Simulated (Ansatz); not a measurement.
Basis-set series for `[AlH]1[SiH2][S]1`. Charge 0, multiplicity 1. All single points use the PBE0-D4/def2-TZVP geometry.

```
functional       basis  functions  energy (Eh)  HOMO (eV)  LUMO (eV)
   PBE0-D4    def2-SVP         69   -931.27641      -6.68      -1.74
   PBE0-D4  def2-QZVPP        300   -931.63104      -6.66      -1.83
   ωB97M-V    def2-SVP         69   -931.58186      -8.55       0.03
   ωB97M-V  def2-QZVPP        300   -931.93417      -8.58      -0.23
```

Q: Give the rows for def2-TZVPP. (Best estimate.)

A: Computed: 
| functional | basis | functions | energy (Eh) | HOMO (eV) | LUMO (eV) |
| --- | --- | --- | --- | --- | --- |
| PBE0-D4 | def2-TZVPP | 168 | -931.60237 | -6.65 | -1.80 |
| ωB97M-V | def2-TZVPP | 168 | -931.90679 | -8.56 | -0.11 |
